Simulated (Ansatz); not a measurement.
# C4H8OS: the cost of one run

Program: Ansatz 0.2.0, driven from Python. Level of theory: Hartree-Fock/def2-SVP. These are calculated values, not measurements.

### 1 The structure

The script builds its own geometries from the SMILES CCOC1CS1.

The script holds or builds the structure itself.

### 2 The code

conformers_c4h8os.py reads:

```python
import ansatz as az
from rdkit import Chem
from rdkit.Chem import AllChem

BASIS = "def2-SVP"
XC = "hf"


def main() -> None:
    rd = Chem.AddHs(Chem.MolFromSmiles("CCOC1CS1"))
    ids = list(AllChem.EmbedMultipleConfs(rd, numConfs=20, randomSeed=435, pruneRmsThresh=0.4))
    field = [energy for _, energy in AllChem.MMFFOptimizeMoleculeConfs(rd)]
    distinct = {round(e, 2): i for i, e in zip(ids, field)}
    chosen = sorted(distinct.items())[:5]
    found = []
    for force_field, index in chosen:
        c4h8os = az.Crystal.molecule()
        for atom, xyz in zip(rd.GetAtoms(), rd.GetConformer(index).GetPositions()):
            c4h8os = c4h8os.atom(atom.GetSymbol(), xyz.round(5).tolist())
        calculation = c4h8os.calculation().basis(gaussian=BASIS).functional(XC)
        found.append(calculation.run().report["free_energy_ev"])
    print("conformer   MMFF (kcal/mol)   this level (kcal/mol)")
    for (force_field, index), e in zip(chosen, found):
        print(f"{index:9d} {force_field - chosen[0][0]:17.2f} {23.060548 * (e - min(found)):17.3f}")


if __name__ == "__main__":
    main()
```

### 3 Launch

On the command line:

```sh
$ python conformers_c4h8os.py
```

**Question.** How long does this script take on 1 thread of Arm Neoverse V2, shared host, and how much memory does it need?

About 4.3 s, with a peak of 0.37 GiB.
